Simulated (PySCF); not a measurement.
**Löwdin shares of the frontier orbitals**

Species: CFN3O.
Geometry (GFN2-xTB, Å), atoms numbered from 1 in this order:
```
atom  x, y, z in Å
F1     1.984    0.026   -0.107
C2     0.692   -0.016   -0.038
N3    -0.107    1.087   -0.099
N4    -1.279    0.677   -0.001
O5    -1.269   -0.666    0.123
N6    -0.018   -1.105    0.100
```

Computed, not measured: TDDFT B3LYP/def2-SVPD, vertical, gas phase, core orbitals frozen in the response (PySCF 2.14.0, density-fitted response routines).

Frontier orbitals with the atoms that hold most of them (Löwdin shares over 4%, at most four atoms; ? is withheld):

| orbital | ε (eV) | atoms |
| --- | --- | --- |
| LUMO+2 | 0.22 | C2 52%, F1 27%, O5 7%, N6 7% |
| LUMO+1 | -0.30 | C2 32%, N3 27%, N6 20%, F1 9% |
| LUMO | ? | N4 34%, N6 20%, N3 19%, O5 19% |
| HOMO | -9.67 | ? |
| HOMO-1 | -9.79 | ? |
| HOMO-2 | -10.38 | N6 57%, N3 14%, N4 13%, C2 8% |
| HOMO-3 | -11.34 | N3 36%, O5 24%, N4 21%, N6 11% |

(1) Which atoms hold the HOMO-1, and with what shares?

(2) Give the leading atoms of the HOMO.

(3) What is the LUMO energy, and the HOMO–LUMO gap?

## Answers

(1) N3 (bonded to C and N) 40%; N4 (bonded to N and O) 34%; O5 (bonded to 2 N) 12%; C2 (bonded to F and 2 N) 9%. By element: nitrogen 73% or more, oxygen 12%, carbon 9%.

(2) N6 (bonded to C and O) 30%; C2 (bonded to F and 2 N) 21%; O5 (bonded to 2 N) 17%; F1 (bonded to C) 15%.

(3) ε(LUMO) = -2.82 eV; the gap is 6.86 eV (0.2519 hartree).

Q: How does S1 compare with the orbital gap of 6.86 eV?

A: S1 is at 5.51 eV (f = 0.0059), 1.34 eV below the gap, made of HOMO-1→LUMO (99%). Its leading pair isn't HOMO and LUMO; the energies of that pair differ by 6.98 eV. Without the coupling terms of the response equations the lowest excitation would equal the gap.

Q: Give energy, strength and leading configuration of S1, S2, S3, S6 and S7, and follow the Löwdin shares of the leading atoms from the occupied to the empty orbital.

A: 
- S1 (5.51 eV, f 0.0059), HOMO-1→LUMO (99%): N3 40% → 19%, N4 34% → 34%, N6 at most 6% → 20%
- S2 (6.00 eV, f 0.0026), HOMO-2→LUMO (99%): N6 57% → 20%, N3 14% → 19%, N4 13% → 34%
- S3 (6.44 eV, f 0.062), HOMO→LUMO (92%): N6 30% → 20%, C2 21% → at most 10%, N4 at most 15% → 34%
- S6 (8.09 eV, f 0.0076), HOMO-1→LUMO+1 (96%): N3 40% → 27%, N4 34% → at most 10%, C2 9% → 32%
- S7 (8.56 eV, f 0.0027), HOMO-2→LUMO+1 (96%): N6 57% → 20%, N3 14% → 27%, C2 8% → 32%
